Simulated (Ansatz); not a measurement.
Reaction (isomerisation): `BC=O` → `[BH3-]C#[O+]`

Computed with Ansatz on PBE0-D4/def2-TZVP structures; ΔE is electronic, products minus reactants. CCSD(T)/CBS adds triple-zeta CCSD(T) − MP2 to the extrapolated MP2 energy (def2 sets, frozen cores). This one scheme is used for every species. Functionals use def2-TZVPP.

(1) Is it downhill or uphill in electronic energy at CCSD(T)/CBS, and by how much? (Best estimate.)

(2) What do these levels give: LDA (SPW92), BLYP-D4, r2SCANh-D4, ωB97M-V, B2PLYP, revPBE, BLYP, r2SCAN, PBE0, CCSD/def2-SVP, HF/def2-QZVPP, CCSD/CBS(def2)? (Best estimate.)

Largest T1 diagnostic among the species: 0.021, so the coupled-cluster value is less sure than usual.

## Answers

(1) The calculation gave: Downhill: ΔE = -103.0 kJ/mol.

(2) Ansatz gave: LDA (SPW92) -127.1, BLYP-D4 -113.0, r2SCANh-D4 -118.4, ωB97M-V -112.7, B2PLYP -108.8, revPBE -116.8, BLYP -113.5, r2SCAN -120.1, PBE0 -114.0, CCSD/def2-SVP -104.7, HF/def2-QZVPP -92.8, CCSD/CBS(def2) -99.8 kJ/mol.

From PBE to PBE0 (25 % exact exchange), in def2-TZVPP and without D4, ΔE moves by +5.1 kJ/mol. Leaving LDA and LC-ωPBE aside and taking each functional with its dispersion term where it has one, the values, not all of them listed here, spread over 17.9 kJ/mol, from r2SCAN-D4 to BHLYP-D4. LDA lies −8.0 kJ/mol from PBE without D4.
